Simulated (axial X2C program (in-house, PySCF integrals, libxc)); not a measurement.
## Potential curves of P₂⁺, with spin–orbit coupling

Calculated with an axial X2C code built on PySCF integrals. Two-component (2c) means X2C with spin–orbit coupling and atomic mean-field two-electron Coulomb and Gaunt terms. Basis: P dyall-v3z [8s7p2d1f] (cores contracted in-house); Gaussian nuclei, density fitting, unrestricted open shells. Masses: P 30.974 u.

State: Ω = 3/2 (⟨Sz⟩ = 0.50, ⟨Lz⟩ = 1.00 at HF). Energies in kJ/mol from the fragments at the same level (P+ + P). Fits are polynomials in 1 − R0/R over 0.85 to 1.23 times the lowest point R0.

| R (Å) | CCSD | B97-3 | HF |
| --- | --- | --- | --- |
| 1.7200 |  | -354.94 | -100.02 |
| 1.7991 | -353.08 | -435.61 | -173.15 |
| 1.8584 | -388.80 | -470.61 | -201.41 |
| 1.9177 | -407.79 | -489.10 | -212.25 |
| 1.9770 | -413.79 | -494.65 | -209.48 |
| 2.0462 | -408.37 | -488.74 | -193.05 |
| 2.1154 | -393.10 | -472.90 | -166.06 |
| 2.2044 | -363.57 | -442.48 | -120.52 |
| 2.3131 |  | -395.86 | -54.64 |
| 2.4712 |  | -319.42 | 50.15 |

Correlated methods: 9 electrons correlated (number of frozen shells: P 2 s, 1 p), 139 virtual spin orbitals or spinors in MP2, 90 natural virtuals in coupled cluster.

One determinant describes the state; a PBE0 search over occupations chose it and may have missed a lower one. De is counted from the lowest determinant-based energies of the atoms at the same level, without counterpoise correction. Density functionals use the spin component along the axis (collinear). CCSD ran in a truncated set of natural virtual spinors with an MP2 remainder; without triples it tends to underbind. The 2c atoms are single determinants rather than J levels; their spin–orbit lowering is only partly caught, and De is too large by that part. This holds for CCSD, B97-3. PBE0 can misorder states that lie within some tenths of an eV, so this need not be the ground state of the molecule. The nearest other 2c determinant of the search, Ω = 1/2, lies 0.03 eV up at the distance of the search. Without a current term, density functionals place determinants with orbital angular momentum somewhat too high. Coupled cluster ran on the points near the minimum only. MP2 and coupled cluster on one determinant become unreliable at the stretched end.

Problem. What are Re, ωe and De at the CCSD level?

Solution. At CCSD, 2c: Re = 1.980 Å, ωe ≈ 711 cm⁻¹, De = 4.29 eV to P+ + P; Be follows as 0.278 cm⁻¹.

Problem. What are Re, ωe and De at the B97-3 level?

Solution. At B97-3, 2c: Re = 1.978 Å, ωe ≈ 715 cm⁻¹, De = 5.13 eV to P+ + P; Be follows as 0.278 cm⁻¹.

Problem. Fit the HF curve near its minimum: give the equilibrium distance, the harmonic wavenumber and the well depth.

Solution. At HF, 2c: Re = 1.933 Å, ωe ≈ 810 cm⁻¹, De = 2.20 eV to P+ + P; Be follows as 0.291 cm⁻¹.
